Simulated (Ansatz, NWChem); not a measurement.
## C2H6O (ethanol): a line through the functionals

The species is C2H6O (9 atoms), meant as a singlet with charge 0. As SMILES, `CCO`. The coordinates come from a PBE0-D4/def2-TZVP relaxation. This is one conformer, not always the lowest.

The vertical energy of the triplet above the singlet y, in eV, basis cc-pVDZ; a is the functional's share of exact exchange. Programs: Ansatz 0.2.0, NWChem 7.3.0.

| functional | program | a | y (eV) |
| --- | --- | --- | --- |
| TPSS | NWChem | 0 | 7.05 |
| revPBE | Ansatz | 0 | 6.97 |
| B3LYP | Ansatz | 0.2 | 7.19 |
| PBE0 | Ansatz | 0.25 | ? |
| r2SCAN0 | Ansatz | 0.25 | 7.22 |
| BHLYP | Ansatz | 0.5 | 7.33 |

**Question.** Fit y = c + s·a to the known rows and predict PBE0.

**Answer.** 
1. Means of the 5 rows: a = 0.1900, y = 7.152.
2. Σ(Δa)² = 0.172, Σ(Δa·Δy) = 0.1136, so the slope is 0.1136/0.172 = 0.66047.
3. Intercept: 7.152 − (0.66047) × 0.1900 = 7.027. The largest residual of the fit is 0.057.
4. PBE0: 7.027 + (0.66047) × 0.25 = 7.19 eV.

The run gave 7.22 eV, so the prediction is off by -0.03 eV, within the scatter of the fit. The rows mix families of semi-local functionals, which the line can't see.
